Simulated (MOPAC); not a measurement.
MOPAC input (PM6):

```
PM6 FORCE THERMO(298,298) PRECISE LET UHF MS=0.5 GEO-OK AUX(PRECISION=9) THREADS=1
C3H3

C    -0.00080405 1    0.00828714 1    0.08423435 1
C    -0.01309697 1    0.13596749 1    1.38201774 1
C     0.01188352 1   -0.12331410 1   -1.25340575 1
H    -0.02274341 1    0.23604900 1    2.39928000 1
H     0.93257765 1   -0.16019336 1   -1.81576180 1
H    -0.89802528 1   -0.19842475 1   -1.82935099 1
```

From the output:

```
     H    6   0.740869   0.037077   3.568898   0.019485   0.454129   4.261103

          HEAT OF FORMATION =      71.321417 KCALS/MOLE

          ZERO POINT ENERGY      25.983 KCAL/MOL

           NORMAL COORDINATE ANALYSIS (Total motion = 1 Angstrom)

   Root No.       1         2         3         4         5         6         7         8

                 1 B2      1 B1      2 B1      2 B2      3 B1      3 B2      1 A1      2 A1

                 312.9     355.2     646.9     711.7     912.6     959.6    1234.5    1340.1

           1    0.0000   -0.0000   -0.0000    0.0000   -0.0000    0.0000   -0.0527   -0.0552
           2    0.1781    0.0001    0.0000    0.0209    0.0000    0.0663    0.0000    0.0000
           3   -0.0000    0.2213    0.0285   -0.0000    0.0264   -0.0000   -0.0000   -0.0000
           4   -0.0000    0.0000    0.0000   -0.0000   -0.0000    0.0000   -0.0636   -0.0639
           5   -0.0926   -0.0000   -0.0000   -0.0908    0.0000    0.0027    0.0000    0.0000
           6    0.0000   -0.0937   -0.1047    0.0000    0.0059   -0.0000   -0.0000    0.0000
           7   -0.0000    0.0000   -0.0000    0.0000    0.0000   -0.0000    0.0677    0.1629
           8   -0.0438   -0.0000    0.0000    0.0006   -0.0000   -0.0887   -0.0000   -0.0000
           9    0.0000   -0.0766    0.0038   -0.0000   -0.0991    0.0000    0.0000   -0.0000
          10   -0.0000    0.0000   -0.0000    0.0000    0.0000   -0.0000   -0.0780   -0.0832
          11   -0.1397   -0.0001    0.0002    0.7347   -0.0000   -0.0941    0.0000    0.0000
          12    0.0000   -0.2208    0.7876   -0.0002   -0.0362    0.0000   -0.0000    0.0000
          13   -0.2061    0.0000   -0.0000    0.0613   -0.0000    0.3363    0.3288   -0.2191
          14   -0.1789   -0.0000    0.0000    0.0457    0.0001    0.1639    0.1675   -0.2296
          15    0.0000   -0.1938    0.0377   -0.0000    0.4162   -0.0000   -0.0000    0.0001
          16    0.2061    0.0000   -0.0000   -0.0613   -0.0000   -0.3363    0.3288   -0.2191
          17   -0.1789   -0.0000    0.0000    0.0457    0.0001    0.1639   -0.1675    0.2296
          18    0.0000   -0.1938    0.0377   -0.0000    0.4162   -0.0000    0.0000   -0.0001

   Root No.       9        10        11        12

                 4 B2      3 A1      4 A1      5 A1

                2721.4    2726.0    2772.1    3482.1

           1   -0.0000   -0.0782    0.0066   -0.2634
           2   -0.0040    0.0000   -0.0000    0.0000
           3    0.0000   -0.0000    0.0000   -0.0000
           4   -0.0000    0.0069    0.0052    0.2810
           5   -0.0002    0.0000   -0.0000   -0.0000
           6    0.0000   -0.0000    0.0000    0.0000
           7   -0.0000    0.0165    0.0345    0.0069
           8   -0.0596   -0.0000   -0.0000   -0.0000
           9    0.0000    0.0000   -0.0000    0.0000
          10    0.0000    0.7301   -0.0996   -0.3605
          11    0.0002   -0.0000    0.0000    0.0000
          12   -0.0000    0.0000    0.0000   -0.0000
          13   -0.2739   -0.0385   -0.2264    0.0346
          14    0.3795    0.0748    0.3621   -0.0274
          15   -0.0001   -0.0000   -0.0001    0.0000
          16    0.2739   -0.0385   -0.2264    0.0346
          17    0.3795   -0.0748   -0.3621    0.0274
          18   -0.0001    0.0000    0.0001   -0.0000

           MASS-WEIGHTED COORDINATE ANALYSIS (NORMAL COORDINATES)

   Root No.       1         2         3         4         5         6         7         8

                 1 B2      1 B1      2 B1      2 B2      3 B1      3 B2      1 A1      2 A1

                 312.9     355.2     646.9     711.7     912.6     959.6    1234.5    1340.1

           1    0.0000   -0.0000   -0.0000    0.0000   -0.0000    0.0000   -0.2829   -0.2441
           2    0.7503    0.0002    0.0000    0.0891    0.0000    0.3473    0.0000    0.0000
           3   -0.0002    0.8135    0.1126   -0.0000    0.1323   -0.0001   -0.0000   -0.0000
           4   -0.0000    0.0000    0.0000   -0.0000   -0.0000    0.0000   -0.3409   -0.2827
           5   -0.3901   -0.0001   -0.0001   -0.3875    0.0000    0.0142    0.0000    0.0000
           6    0.0001   -0.3443   -0.4136    0.0001    0.0297   -0.0000   -0.0000    0.0000
           7   -0.0000    0.0000   -0.0000    0.0000    0.0000   -0.0000    0.3630    0.7202
           8   -0.1844   -0.0001    0.0000    0.0026   -0.0001   -0.4641   -0.0000   -0.0000
           9    0.0000   -0.2815    0.0149   -0.0000   -0.4971    0.0001    0.0000   -0.0000
          10   -0.0000    0.0000   -0.0000    0.0000    0.0000   -0.0000   -0.1213   -0.1065
          11   -0.1705   -0.0001    0.0002    0.9078   -0.0000   -0.1427    0.0000    0.0000
          12    0.0000   -0.2351    0.9013   -0.0002   -0.0527    0.0000   -0.0000    0.0000
          13   -0.2515    0.0000   -0.0000    0.0757   -0.0000    0.5099    0.5108   -0.2806
          14   -0.2183   -0.0000    0.0000    0.0565    0.0001    0.2485    0.2603   -0.2940
          15    0.0000   -0.2064    0.0432   -0.0000    0.6049   -0.0001   -0.0001    0.0001
          16    0.2515    0.0000   -0.0000   -0.0757   -0.0000   -0.5099    0.5108   -0.2806
          17   -0.2183   -0.0000    0.0000    0.0565    0.0001    0.2485   -0.2603    0.2940
          18    0.0000   -0.2064    0.0432   -0.0000    0.6049   -0.0001    0.0001   -0.0001

   Root No.       9        10        11        12

                 4 B2      3 A1      4 A1      5 A1

                2721.4    2726.0    2772.1    3482.1

           1   -0.0000   -0.3418    0.0365   -0.6593
           2   -0.0197    0.0000   -0.0000    0.0000
           3    0.0000   -0.0000    0.0000   -0.0000
           4   -0.0000    0.0302    0.0288    0.7033
           5   -0.0008    0.0000   -0.0000   -0.0000
           6    0.0000   -0.0000    0.0000    0.0000
           7   -0.0000    0.0721    0.1910    0.0173
           8   -0.2968   -0.0000   -0.0000   -0.0000
           9    0.0001    0.0000   -0.0000    0.0000
          10    0.0000    0.9243   -0.1595   -0.2614
          11    0.0002   -0.0000    0.0000    0.0000
          12   -0.0000    0.0000    0.0000   -0.0000
          13   -0.3951   -0.0487   -0.3626    0.0251
          14    0.5474    0.0948    0.5800   -0.0199
          15   -0.0001   -0.0000   -0.0001    0.0000
          16    0.3951   -0.0487   -0.3626    0.0251
          17    0.5474   -0.0948   -0.5800    0.0199
          18   -0.0001    0.0000    0.0001   -0.0000

          DESCRIPTION OF VIBRATIONS

 VIBRATION          1    1B2         ATOM PAIR     ENERGY CONTRIBUTION    RADIAL
 FREQUENCY           312.87         C 1 -- C 3         +30.1% (127.6%)      0.0%
 TRANSITION DIPOLE   0.1828         C 1 -- C 2         +25.6% (117.7%)      0.0%
 TRAVEL (Ang.)       0.2286         C 3 -- H 5         +21.8% (108.5%)     17.0%
 REDUCED MASS        4.1244         C 3 -- H 6         +21.8% (108.5%)     17.0%
 EFFECTIVE MASS     16.9503
 FORCE CONSTANT      0.2379

 VIBRATION          2    1B1         ATOM PAIR     ENERGY CONTRIBUTION    RADIAL
 FREQUENCY           355.23         C 1 -- C 3         +51.2% ( 98.9%)      0.0%
 TRANSITION DIPOLE   0.2221         C 1 -- C 2         +44.6% ( 92.3%)      0.0%
 TRAVEL (Ang.)       0.1856         C 2 -- H 4          +2.4% ( 21.5%)      0.0%
 REDUCED MASS        5.5104         C 3 -- H 5          +0.9% ( 13.1%)      0.0%
 EFFECTIVE MASS     13.0464
 FORCE CONSTANT      0.4097

 VIBRATION          3    2B1         ATOM PAIR     ENERGY CONTRIBUTION    RADIAL
 FREQUENCY           646.88         C 2 -- H 4         +94.7% ( 98.8%)      0.0%
 TRANSITION DIPOLE   0.6599         C 1 -- C 2          +4.9% ( 22.4%)      0.0%
 TRAVEL (Ang.)       0.3199         C 1 -- C 3          +0.3% (  5.1%)      0.0%
 REDUCED MASS        1.0185
 EFFECTIVE MASS      2.2190
 FORCE CONSTANT      0.2511

 VIBRATION          4    2B2         ATOM PAIR     ENERGY CONTRIBUTION    RADIAL
 FREQUENCY           711.70         C 2 -- H 4         +92.8% ( 99.1%)      0.0%
 TRANSITION DIPOLE   0.6833         C 1 -- C 2          +3.3% ( 18.8%)      0.0%
 TRAVEL (Ang.)       0.3148         C 3 -- H 5          +1.8% ( 13.9%)      0.4%
 REDUCED MASS        0.9561         C 3 -- H 6          +1.8% ( 13.9%)      0.4%
 EFFECTIVE MASS      2.0026
 FORCE CONSTANT      0.2853

 VIBRATION          5    3B1         ATOM PAIR     ENERGY CONTRIBUTION    RADIAL
 FREQUENCY           912.59         C 3 -- H 5         +45.0% ( 61.3%)      0.0%
 TRANSITION DIPOLE   0.8621         C 3 -- H 6         +45.0% ( 61.3%)      0.0%
 TRAVEL (Ang.)       0.2709         C 1 -- C 3          +9.5% ( 28.2%)      0.0%
 REDUCED MASS        1.0072         C 2 -- H 4          +0.2% (  4.3%)      0.0%
 EFFECTIVE MASS      2.7992
```
